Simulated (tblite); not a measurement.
Task: Give a GFN2-xTB geometry of InChI=1S/C4H3OS/c6-4-2-1-3-5-4/h2-3,6H. (Doublet state.)

Result: 
Z-matrix in Å and degrees, rows numbered from 1:
```
S 
C   1  1.7502
C   2  1.3687  1  130.59
C   3  1.4045  2  103.37  1   179.97
C   4  1.3481  3  109.68  2     0.01
O   2  1.3504  1  117.51  3   179.98
H   1  1.3312  2   93.67  3  -179.78
H   3  1.0680  2  127.48  1     0.01
H   5  1.0687  4  133.88  3  -180.00
```

C3 (carbon bonded to 2 C and H) is planar (angles 129.2°, 127.5° and 103.4°, sum 360.0°, 0.00 Å off the plane of its three neighbours). C4 (carbon bonded to 2 C) is bent (angle 109.7°). C2 (carbon bonded to C, O and S) is planar (angles 130.6°, 117.5° and 111.9°, sum 360.0°, 0.00 Å off the plane of its three neighbours). The 6 heavy atoms lie in one plane (0.000 Å rms).

Structure optimised with GFN2-xTB, isolated species. This method treats the open shell by occupation alone, without spin polarisation.

Point group: Cs (every atom within 0.08 Å of its image). Its GFN2-xTB frequencies are all real (lowest 84 cm⁻¹). Torsions: H–S1–C2–C3 180°.

The run took 0.1 s wall on an Arm Neoverse V1 with one thread, no GPU, shared host with 64 logical CPUs at a one-minute load of 22. This is the geometry optimisation.

One conformer stands for the species.

These are computed values.
